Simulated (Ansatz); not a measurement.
Potential energy curve for SMILES [Cl][Al]([Cl])[Cl] (AlCl₃). The Al1–Cl4 bond (Al1 also carries Cl, Cl; Cl4 carries nothing else) is pulled apart rigidly from the PBE0/def2-TZVP optimised geometry.

Levels: RKS-B3LYP = restricted B3LYP/cc-pVTZ run with Ansatz (an electronic-structure program); UCCSD(T) = Ansatz with CCSD(T) on UHF/cc-pVTZ, frozen core.

Energies relative to the lowest point of each curve near equilibrium, in mEh:

| R / Å | RKS-B3LYP |
|---|---|
| 1.65 | 121.0 |
| 1.77 | 51.7 |
| 1.84 | 27.9 |
| 1.99 | 3.3 |
| 2.07 | 0.0 |
| 2.15 | 1.0 |
| 2.41 | 20.8 |
| 2.58 | 39.6 |
| 2.80 | 64.7 |
| 3.42 | 123.7 |
| 5.08 | 190.4 |
| 7.13 | 206.6 |

Problem. Predict the corresponding UCCSD(T) column.

Solution. 1.65: 124.1; 1.77: 52.9; 1.84: 28.5; 1.99: 3.3; 2.07: 0.0; 2.15: 1.2; 2.41: 22.7; 2.58: 43.0; 2.80: 70.3; 3.42: 137.8; 5.08: 180.5; 7.13: 180.9 (mEh).

The restricted form behind RKS-B3LYP keeps the bonding electrons paired and can't separate into open-shell fragments. The unrestricted determinant behind UCCSD(T) is spin-contaminated at 3.16 to 7.13 Å (<S²> up to 1.0, against 0.00 for a pure singlet).
